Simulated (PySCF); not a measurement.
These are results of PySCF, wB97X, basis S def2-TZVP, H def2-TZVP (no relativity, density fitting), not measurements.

```xyz
3
charge 0 multiplicity 1, angstrom
S     0.0000    0.0000   -0.0538
H     0.9673    0.0000    0.8685
H    -0.9673    0.0000    0.8685
```

H2S (singlet), along the line from S1 (at 0) through H2 (at 1.337 Å).

Q: Tabulate the fields along this line at -0.40, -0.33, -0.27, -0.20, -0.13, -0.07, 0.07, 0.13, 0.20, 0.27, 0.33, 0.40, 0.47, 0.53, 0.60, 0.67, 0.74, 0.80, 0.87, 0.94, 1.00, 1.07, 1.14, 1.20, 1.27, 1.40, 1.47, 1.54, 1.60, 1.67, 1.74, 1.80, 1.87, 1.94, 2.00, 2.07, 2.14 Å.

A: 
```json
{"distance (Å)": "-0.40", "electron density (e/Å³)": "4.2", "electron localisation function": "0.212", "electrostatic potential (V)": "120"}
{"distance (Å)": "-0.33", "electron density (e/Å³)": "10.4", "electron localisation function": "0.628", "electrostatic potential (V)": "169"}
{"distance (Å)": "-0.27", "electron density (e/Å³)": "27", "electron localisation function": "0.843", "electrostatic potential (V)": "253"}
{"distance (Å)": "-0.20", "electron density (e/Å³)": "65.2", "electron localisation function": "0.856", "electrostatic potential (V)": "425"}
{"distance (Å)": "-0.13", "electron density (e/Å³)": "131", "electron localisation function": "0.588", "electrostatic potential (V)": "845"}
{"distance (Å)": "-0.07", "electron density (e/Å³)": "450", "electron localisation function": "0.397", "electrostatic potential (V)": "2320"}
{"distance (Å)": "0.07", "electron density (e/Å³)": "450", "electron localisation function": "0.401", "electrostatic potential (V)": "2320"}
{"distance (Å)": "0.13", "electron density (e/Å³)": "129", "electron localisation function": "0.576", "electrostatic potential (V)": "847"}
{"distance (Å)": "0.20", "electron density (e/Å³)": "64.3", "electron localisation function": "0.849", "electrostatic potential (V)": "426"}
{"distance (Å)": "0.27", "electron density (e/Å³)": "26.8", "electron localisation function": "0.837", "electrostatic potential (V)": "254"}
{"distance (Å)": "0.33", "electron density (e/Å³)": "10.5", "electron localisation function": "0.62", "electrostatic potential (V)": "169"}
{"distance (Å)": "0.40", "electron density (e/Å³)": "4.37", "electron localisation function": "0.214", "electrostatic potential (V)": "120"}
{"distance (Å)": "0.47", "electron density (e/Å³)": "2.32", "electron localisation function": "0.0879", "electrostatic potential (V)": "88.2"}
{"distance (Å)": "0.53", "electron density (e/Å³)": "1.72", "electron localisation function": "0.13", "electrostatic potential (V)": "65.9"}
{"distance (Å)": "0.60", "electron density (e/Å³)": "1.55", "electron localisation function": "0.341", "electrostatic potential (V)": "49.9"}
{"distance (Å)": "0.67", "electron density (e/Å³)": "1.51", "electron localisation function": "0.659", "electrostatic potential (V)": "38.4"}
{"distance (Å)": "0.74", "electron density (e/Å³)": "1.49", "electron localisation function": "0.852", "electrostatic potential (V)": "30.2"}
{"distance (Å)": "0.80", "electron density (e/Å³)": "1.48", "electron localisation function": "0.929", "electrostatic potential (V)": "24.9"}
{"distance (Å)": "0.87", "electron density (e/Å³)": "1.48", "electron localisation function": "0.962", "electrostatic potential (V)": "22.1"}
{"distance (Å)": "0.94", "electron density (e/Å³)": "1.5", "electron localisation function": "0.978", "electrostatic potential (V)": "21.9"}
{"distance (Å)": "1.00", "electron density (e/Å³)": "1.55", "electron localisation function": "0.988", "electrostatic potential (V)": "24.8"}
{"distance (Å)": "1.07", "electron density (e/Å³)": "1.66", "electron localisation function": "0.994", "electrostatic potential (V)": "32.3"}
{"distance (Å)": "1.14", "electron density (e/Å³)": "1.82", "electron localisation function": "0.997", "electrostatic potential (V)": "47.6"}
{"distance (Å)": "1.20", "electron density (e/Å³)": "2.05", "electron localisation function": "0.999", "electrostatic potential (V)": "81.7"}
{"distance (Å)": "1.27", "electron density (e/Å³)": "2.4", "electron localisation function": "1", "electrostatic potential (V)": "188"}
{"distance (Å)": "1.40", "electron density (e/Å³)": "2.1", "electron localisation function": "1", "electrostatic potential (V)": "188"}
{"distance (Å)": "1.47", "electron density (e/Å³)": "1.51", "electron localisation function": "1", "electrostatic potential (V)": "81.3"}
{"distance (Å)": "1.54", "electron density (e/Å³)": "1.1", "electron localisation function": "0.999", "electrostatic potential (V)": "46.6"}
{"distance (Å)": "1.60", "electron density (e/Å³)": "0.795", "electron localisation function": "0.999", "electrostatic potential (V)": "30"}
{"distance (Å)": "1.67", "electron density (e/Å³)": "0.568", "electron localisation function": "0.998", "electrostatic potential (V)": "20.6"}
{"distance (Å)": "1.74", "electron density (e/Å³)": "0.407", "electron localisation function": "0.996", "electrostatic potential (V)": "14.8"}
{"distance (Å)": "1.80", "electron density (e/Å³)": "0.294", "electron localisation function": "0.995", "electrostatic potential (V)": "11"}
{"distance (Å)": "1.87", "electron density (e/Å³)": "0.213", "electron localisation function": "0.992", "electrostatic potential (V)": "8.35"}
{"distance (Å)": "1.94", "electron density (e/Å³)": "0.155", "electron localisation function": "0.989", "electrostatic potential (V)": "6.49"}
{"distance (Å)": "2.00", "electron density (e/Å³)": "0.113", "electron localisation function": "0.985", "electrostatic potential (V)": "5.15"}
{"distance (Å)": "2.07", "electron density (e/Å³)": "0.0828", "electron localisation function": "0.981", "electrostatic potential (V)": "4.17"}
{"distance (Å)": "2.14", "electron density (e/Å³)": "0.0613", "electron localisation function": "0.976", "electrostatic potential (V)": "3.43"}
```

On a grid of 0.07 Å the density has a local minimum along the bond near 0.80 Å from S, at 1.48 e/Å³, where the ELF is 0.93.
